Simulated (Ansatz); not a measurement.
Geometry optimisation, Ansatz 0.2.0, RKS B3LYP/def2-SVP.

Input file:

```yaml
crystal:
  periodic: [false, false, false]
  atoms:
    - { symbol: Si, position_ang: [0.0, 0.0, 0.0] }
    - { symbol: H, position_ang: [0.9994, 0.0, 1.3254] }
    - { symbol: H, position_ang: [1.5827, 0.0, 0.5009] }
    - { symbol: Si, position_ang: [-1.0456, 1.8115, -0.7393] }
    - { symbol: H, position_ang: [-2.4302, 1.478, -1.0607] }
    - { symbol: H, position_ang: [-1.0215, 2.8436, 0.2931] }
    - { symbol: H, position_ang: [-0.3743, 2.3069, -1.9374] }
    - { symbol: H, position_ang: [-0.6877, -1.1914, -0.4862] }
basis:
  gaussian: { orbitals: def2-SVP }
hamiltonian:
  xc: b3lyp
relax:
  f_tol: 0.15
  max_steps: 25
  restrain:
    - { distance: [1, 2], at: 0.66, k: 30.0 }
    - { distance: [0, 1], at: 2.66, k: 30.0 }
    - { distance: [0, 2], at: 2.66, k: 30.0 }
```

Launched with:

```bash
$ ansatz run input.yaml --threads 1 --pin off --max-ram 2048MiB --backend cpu --events-out ev --progress --plain --runs-dir out
```

Problem. Where does it end, and by what steps?

Solution. It converged. The restraints hold the end off the free minimum. After 12 steps the energy has fallen by 0.837 eV (the restraints' own energy left out); Si1 moved furthest, 1.10 Å. Joined: H2–H3 (1.01 → 0.72 Å).

```json
{"step": "0", "energy less start (eV)": "0.0000", "largest force component (eV/Å)": "2.414", "accepted": "yes"}
{"step": "1", "energy less start (eV)": "1.0751", "largest force component (eV/Å)": "3.610", "accepted": "yes"}
{"step": "2", "energy less start (eV)": "1.8955", "largest force component (eV/Å)": "3.756", "accepted": "yes"}
{"step": "3", "energy less start (eV)": "1.9265", "largest force component (eV/Å)": "2.535", "accepted": "yes"}
{"step": "4", "energy less start (eV)": "1.0989", "largest force component (eV/Å)": "2.655", "accepted": "yes"}
{"step": "5", "energy less start (eV)": "0.3269", "largest force component (eV/Å)": "2.574", "accepted": "yes"}
{"step": "6", "energy less start (eV)": "-0.2497", "largest force component (eV/Å)": "1.507", "accepted": "yes"}
{"step": "7", "energy less start (eV)": "-0.5139", "largest force component (eV/Å)": "1.893", "accepted": "yes"}
{"step": "8", "energy less start (eV)": "-0.6654", "largest force component (eV/Å)": "1.328", "accepted": "yes"}
{"step": "9", "energy less start (eV)": "-0.7755", "largest force component (eV/Å)": "1.650", "accepted": "yes"}
{"step": "10", "energy less start (eV)": "-0.8142", "largest force component (eV/Å)": "1.759", "accepted": "yes"}
{"step": "11", "energy less start (eV)": "-0.8363", "largest force component (eV/Å)": "1.616", "accepted": "yes"}
{"step": "12", "energy less start (eV)": "-0.8368", "largest force component (eV/Å)": "1.708", "accepted": "yes"}
```

```xyz
8
Properties=species:S:1:pos:R:3
Si -0.963 -0.314 0.435
H 1.538 -0.059 1.289
H 1.660 0.081 0.592
Si -1.110 1.794 -0.708
H -2.500 1.716 -1.294
H -1.089 2.969 0.215
H -0.155 2.053 -1.838
H -0.358 -0.990 -0.795
```

The run took 24 s on 1 thread of Arm Neoverse V1, on a shared host, peak memory 0.12 GiB.
